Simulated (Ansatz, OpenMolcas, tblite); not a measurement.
# How methods differ on Si2H5Cl (SMILES [SiH3][SiH2]Cl)

Si2H5Cl: 8 atoms, total charge 0, spin state singlet. As SMILES, `[SiH3][SiH2]Cl`. The coordinates come from a PBE0-D4/def2-TZVP relaxation.

Quantity: the HOMO–LUMO gap, in eV. The values are calculated.

| level | kind | program | value (eV) |
| --- | --- | --- | --- |
| GFN1-xTB | semi-empirical | tblite | 4.35 |
| HF/cc-pVDZ | Hartree–Fock | Ansatz | 13.98 |
| SVWN5/cc-pVDZ | LDA | OpenMolcas | 5.60 |
| PBE/cc-pVDZ | GGA | OpenMolcas | 5.75 |
| TPSS/cc-pVDZ | meta-GGA | OpenMolcas | 6.11 |
| B3LYP/cc-pVDZ | global hybrid | OpenMolcas | 7.44 |
| BHLYP/cc-pVDZ | global hybrid | Ansatz | 9.90 |
| M06-2X/cc-pVDZ | hybrid meta-GGA | OpenMolcas | 9.71 |
| CAM-B3LYP/cc-pVDZ | range-separated hybrid | Ansatz | 10.23 |
| B2PLYP/cc-pVDZ | double hybrid | Ansatz | 10.14 |

The values span 4.35 to 13.98 eV. Orbital gaps aren't excitation energies, and those of double hybrids come from the SCF part alone; they tend to grow with the share of exact exchange.
